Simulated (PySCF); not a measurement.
Geometries of 6 isomers of C4H4O, from PySCF, PBE0-D3(BJ)/def2-SVP geometry optimisation, gas phase. One conformer each, no zero-point energy, no frequencies.

**Question.** Which isomer lies lowest at this level?
A.
```xyz
9
angstrom
C     -1.345   -0.055    0.007
C      0.127   -0.019    0.003
C      1.269   -0.737    0.006
C      1.377    0.687   -0.008
O      2.020    1.701   -0.021
H     -1.736   -1.082    0.016
H     -1.732    0.474   -0.878
H     -1.727    0.486    0.887
H      1.677   -1.751    0.013
```
B.
```xyz
9
angstrom
C      2.183    0.635   -0.146
C      1.162    0.004    0.021
C     -0.080   -0.743    0.220
C     -1.345    0.055    0.064
O     -0.063   -1.919    0.491
H      3.099    1.179   -0.295
H     -1.360    0.881    0.792
H     -1.385    0.510   -0.938
H     -2.212   -0.600    0.218
```
C.
```xyz
9
angstrom
C      2.126   -0.087    0.530
C      1.021   -0.294    0.080
C     -0.327   -0.487   -0.427
C     -1.335    0.474    0.184
O     -2.266    0.927   -0.419
H      3.112    0.084    0.920
H     -0.676   -1.507   -0.179
H     -0.379   -0.392   -1.523
H     -1.154    0.716    1.262
```
D.
```xyz
9
angstrom
C     -1.809    0.218    0.086
C     -0.370    0.056    0.056
C      0.839   -0.068    0.019
C      2.270   -0.267    0.002
O      3.074    0.561   -0.346
H     -2.085    1.271    0.251
H     -2.263   -0.391    0.882
H     -2.248   -0.100   -0.874
H      2.593   -1.280    0.350
```
E.
```xyz
9
angstrom
C      0.866   -0.184   -0.520
C     -0.456   -0.729   -0.562
C     -1.164   -0.060    0.392
O     -0.381    0.849    1.007
C      0.844    0.771    0.451
H      1.719   -0.467   -1.134
H     -0.829   -1.515   -1.215
H     -2.194   -0.117    0.734
H      1.595    1.451    0.846
```
F.
```xyz
9
angstrom
O      1.971    0.920   -0.594
C      0.901    0.499   -0.270
C     -0.426    1.075    0.093
C     -0.943   -0.160    0.272
C      0.320   -0.928   -0.061
H     -0.825    2.087    0.178
H     -1.939   -0.505    0.561
H      0.293   -1.558   -0.966
H      0.780   -1.500    0.762
```

**Answer.** E. That is furan (`C1=COC=C1`), 21.1 kcal/mol below the next.

```json
{"SMILES": "c1ccoc1", "atoms numbered as above": "[cH:1]1[cH:2][cH:3][o:4][cH:5]1", "E (Eh)": "-229.59858", "relative (kcal/mol)": "0.0", "relative (kJ/mol)": "0.0", "dipole (D)": "0.52"}
{"SMILES": "O=C1C=CC1", "atoms numbered as above": "[O:1]=[C:2]1[CH:3]=[CH:4][CH2:5]1", "E (Eh)": "-229.56503", "relative (kcal/mol)": "21.1", "relative (kJ/mol)": "88.1", "dipole (D)": "3.18"}
{"SMILES": "Cc1cc1=O", "atoms numbered as above": "[CH3:1][c:2]1[cH:3][c:4]1=[O:5]", "E (Eh)": "-229.54421", "relative (kcal/mol)": "34.1", "relative (kJ/mol)": "142.7", "dipole (D)": "4.41"}
{"SMILES": "CC#CC=O", "atoms numbered as above": "[CH3:1][C:2]#[C:3][CH:4]=[O:5]", "E (Eh)": "-229.53968", "relative (kcal/mol)": "37.0", "relative (kJ/mol)": "154.6", "dipole (D)": "3.86"}
{"SMILES": "C#CC(C)=O", "atoms numbered as above": "[CH:1]#[C:2][C:3]([CH3:4])=[O:5]", "E (Eh)": "-229.53778", "relative (kcal/mol)": "38.2", "relative (kJ/mol)": "159.6", "dipole (D)": "2.95"}
{"SMILES": "C#CCC=O", "atoms numbered as above": "[CH:1]#[C:2][CH2:3][CH:4]=[O:5]", "E (Eh)": "-229.53044", "relative (kcal/mol)": "42.8", "relative (kJ/mol)": "178.9", "dipole (D)": "2.09"}
```

As drawn, the lowest has an aromatic ring, which the highest lacks; the highest has a C=O bond and a C≡C bond, which the lowest lacks.
